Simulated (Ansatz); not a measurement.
Ansatz (a quantum-chemistry and plane-wave program) input (CCSD(T)/cc-pV(D+d)Z): A basis named .json is the Basis Set Exchange file of that set (core-valence sets with the plain set on hydrogen).

Ansatz 0.2 input:
```yaml
crystal:
  periodic: [false, false, false]
  atoms:
    - {symbol: S, position_ang: [0.00184013, 0.00030176, 0.10309296]}
    - {symbol: H, position_ang: [-0.00752722, 0.96781232, -0.82771199]}
    - {symbol: H, position_ang: [-0.02191490, -0.97264043, -0.82177540]}
basis:
  gaussian:
    orbitals: cc-pV_D+d_Z.json
magnetization: {spin_polarized: false}
correlation: {method: ccsd_t, frozen_orbitals: {H: 0, S: 1}}
```

Output:

```
Functional definition: HF
integrals: 0.01 GiB planned
318 factors; integrals over basis functions are off by at most 9.4e-4 eV
mean field: 0.05 GiB planned
mean field evaluation 1: about -10848.5800 eV, gradient 1.1e1 eV
mean field evaluation 2: about -10848.5810 eV, gradient 1.1e1 eV
mean field evaluation 4: about -10849.1364 eV, gradient 1.2e0 eV
mean field evaluation 8: about -10849.1445 eV, gradient 9.2e-4 eV
mean field evaluation 16: about -10849.1445 eV, gradient 3.8e-6 eV
mean field -10849.14447661 eV, -398.6987057010 hartree, gradient 3.8e-6 eV, S^2 0.000000; 0 other end points of the search recorded, 0 dependent functions left out
1 core orbitals not correlated
reference -10849.14447661 eV, -398.6987057010 hartree; 8, 8 occupied and 24, 24 virtual orbitals, 318 factors
second order -5.45929746 eV of doubles, -0.00000000 eV of singles
coupled cluster: 0.05 GiB planned
cycle   1  -5.88588021 eV  change   -4.3e-1 eV  update   4.4e-2
cycle   2  -6.03632445 eV  change   -1.5e-1 eV  update   1.5e-2
cycle   3  -6.04308990 eV  change   -6.8e-3 eV  update   3.0e-3
cycle   4  -6.04299586 eV  change    9.4e-5 eV  update   7.2e-4
cycle   5  -6.04282662 eV  change    1.7e-4 eV  update   1.9e-4
cycle   6  -6.04282359 eV  change    3.0e-6 eV  update   5.6e-5
cycle   7  -6.04282075 eV  change    2.8e-6 eV  update   1.6e-5
perturbative correction -0.11424406 eV, -0.0041983918 hartree
Total energy: -10855.30154141 eV, -398.9249736593 hartree
```
